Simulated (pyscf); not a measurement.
Optimised with ωB97X-D3(BJ)/def2-SVP in PySCF. MP2 and CC: frozen core, UHF for open shells. ΔMP2 is the change of the MP2 total energy from the triple- to the quadruple-zeta basis.

Task: What are the homolytic bond dissociation enthalpies (298 K) of F–CH(F)–Cl at CCSD(T)/def2-TZVPP + ΔMP2(QZVPP), weakest first?

Result: C–Cl to F–CH•–F + Cl•: 3.71 eV; C–H to F–C•(F)–Cl + H•: 4.41 eV; C–F to F• + F–CH•–Cl: 5.09 eV. Ring and multiple bonds, and those that leave no two simple radicals, are not listed. The CCSD(T) − MP2 part came from Ansatz, without density fitting, on the same reference. Left out: the spin-orbit lowering of Cl, F.
